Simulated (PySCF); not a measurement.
Species: CH3CH2CHFCH3, C4H9F.
SMILES: `CC[C@H](C)F`

Theory: PySCF 2.14.0, density-fitted response routines, TDDFT CAM-B3LYP/def2-SVPD, vertical, gas phase, core orbitals frozen in the response. One conformer (not necessarily the lowest) at the GFN2-xTB geometry, without solvent, vibrations or thermal averaging. Torsions of this conformer, `[CH3:1][CH2:2][C@H:3]([CH3:4])[F:5]`: C1–C2–C3–C4 -177°.

**Question.** Predict the UV-vis stick spectrum at this level.

**Answer.** 

| state | E (eV) | λ (nm) | f | \|μ\| (D) | main configurations (H = HOMO, L = LUMO) |
| --- | --- | --- | --- | --- | --- |
| S1 | 8.91 | 139.2 | 0.0030 | 0.30 | H→L (92%) |
| S2 | 9.12 | 136.0 | 0.0077 | 0.47 | H-1→L (86%) |
| S3 | 9.54 | 130.0 | 0.0011 | 0.18 | H-2→L (74%), H-2→L+1 (13%) |
| S4 | 9.59 | 129.3 | 0.032 | 0.93 | H→L+1 (76%) |
| S5 | 9.65 | 128.5 | 0.031 | 0.93 | H→L+2 (77%), H→L+1 (10%) |
| S6 | 9.82 | 126.3 | 0.117 | 1.78 | H-1→L+1 (82%), H-3→L (9%) |
| S7 | 9.85 | 125.9 | 0.070 | 1.37 | H-1→L+2 (66%), H-3→L (12%) |
| S8 | 10.14 | 122.3 | 0.013 | 0.57 | H→L+4 (36%), H→L+5 (26%), H→L+3 (17%) |

Triplets (Tamm–Dancoff): T1 8.68 eV, H→L (77%); T2 8.85 eV, H-1→L (70%), H→L (10%), H-1→L+2 (9%); T3 9.25 eV, H-2→L (66%), H-2→L+1 (13%).

The lowest singlet comes at 139 nm (859 kJ/mol) in the vacuum ultraviolet; it is very weak; its leading configuration is HOMO→LUMO (92%). The strongest level in the table is S6 at 9.82 eV (126 nm, f = 0.117). Löwdin shares by element: HOMO carbon 51% or more, fluorine 22% (atoms not listed hold the other 28%); LUMO carbon 42% or more, hydrogen 10% or more (atoms not listed hold the other 48%). Weighted by f, the mean energy of these states is 9.76 eV. The listed states span 1.23 eV, and the widest gap between neighbours is 0.42 eV (S2 to S3). The oscillator strengths of these states sum to 0.275; summed over the whole spectrum of an exact calculation they would give the number of electrons, 42 (Thomas–Reiche–Kuhn). Singlets were solved by full linear response, triplets in the Tamm–Dancoff approximation.
